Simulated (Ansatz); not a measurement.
This geometry of CH8AlN (11 atoms, charge 0, multiplicity 1) is a first-order saddle point.

All numbers below come from Ansatz, RKS B3LYP-D4/def2-SVP.

```xyz
11
Properties=species:S:1:pos:R:3
Al -0.006 -0.414 0.139
C -0.113 0.004 2.283
H -1.021 -0.064 2.904
H 0.776 -0.093 2.927
H -0.100 1.052 1.914
H 1.464 -0.051 -0.329
H -1.319 0.166 -0.537
N -0.192 -2.238 0.739
H -1.067 -2.753 0.637
H 0.587 -2.896 0.730
H -0.180 -1.301 1.717
```

**Question.** Which two structures does it join? (They come from a converged band through this point; their orientation in space is the band's.)

**Answer.** Bonds broken: Al1–C2, N8–H11. Bonds formed: C2–H11. CH8AlN becomes AlH4N + CH4.

Image 0:

```xyz
11
Properties=species:S:1:pos:R:3
Al -0.066 -0.240 0.427
C 0.069 0.429 2.290
H -0.836 0.220 2.890
H 0.934 0.010 2.837
H 0.200 1.526 2.305
H 1.277 -0.288 -0.450
H -1.437 0.030 -0.364
N -0.297 -2.291 0.755
H -0.426 -2.793 -0.127
H 0.522 -2.696 1.217
H -1.110 -2.495 1.342
```

Image 10:

```xyz
11
Properties=species:S:1:pos:R:3
Al 0.034 -0.786 -0.406
C -0.163 0.188 2.852
H -1.002 0.378 3.536
H 0.790 0.311 3.387
H -0.207 0.914 2.025
H 1.503 -0.201 -0.468
H -1.267 0.036 -0.777
N -0.164 -2.489 0.065
H -1.052 -2.979 0.128
H 0.593 -3.121 0.315
H -0.235 -0.840 2.465
```

**Question.** How far does it lie above each of them?

**Answer.** 135.8 kJ/mol above the first and 123.1 kJ/mol above the second. This is the barrier of this one path; another mechanism may lie lower. The orbitals stay closed-shell, which can raise the energy where a bond breaks towards radicals; this wasn't checked here.

Run time: 3 min on 2 threads of Arm Neoverse V1, on a shared host, peak memory 0.17 GiB.
